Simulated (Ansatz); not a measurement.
in.yaml

```yaml
crystal:
  periodic: [false, false, false]
  atoms:
    - {symbol: Ru, position_ang: [0.000000, 0.000000, 0.000000]}
    - {symbol: F, position_ang: [0.000000, 0.000000, 1.895800]}
basis:
  gaussian: {orbitals: def2-SVP, fitting: {mean_field: def2-universal-jkfit}}
magnetization: {spin_polarized: false, initial_magnetization: 5}
correlation: {method: sc_nevpt2, electrons: outside_noble_gas, active_space: {window: {electrons: 7, orbitals: 7}, states: [{multiplicity: 6, irrep: T2g, weights: [1]}]}}
```

```sh
$ ansatz run in.yaml --threads 1 --pin off --events-out ev --progress --plain --max-ram 2393MiB
```

(1) One thing in this input was set wrong on purpose, beside settings that are merely unusual. What is the gravest fault, and what does the program do?

## Answers

(1) Irrep not in the group. How the run ends: stopped by an error.
```
332 factors; integrals over basis functions are off by at most 8.7e-2 eV
mean field evaluation 1: about -5262.9854 eV, gradient 2.5e1 eV
mean field evaluation 2: about -5263.5260 eV, gradient 2.3e1 eV
mean field evaluation 4: about -5264.8458 eV, gradient 6.3e-1 eV
mean field evaluation 8: about -5264.7313 eV, gradient 8.6e0 eV
mean field evaluation 16: about -5254.2843 eV, gradient 4.5e1 eV
mean field evaluation 32: about -5264.2497 eV, gradient 1.3e1 eV
mean field evaluation 64: about -5264.8489 eV, gradient 2.8e-1 eV
mean field -5264.84926090 eV, -193.4796416950 hartree, gradient 2.6e-6 eV, S^2 8.750000; 13 other end points of the search recorded, 0 dependent functions left out
reference -5264.84926090 eV, -193.4796416950 hartree; 15, 10 occupied and 30, 35 virtual orbitals, 332 factors
Error: the irrep T2g is not accepted for these orbitals, which take A1, B1, B2, A2, or 1 to 4
```
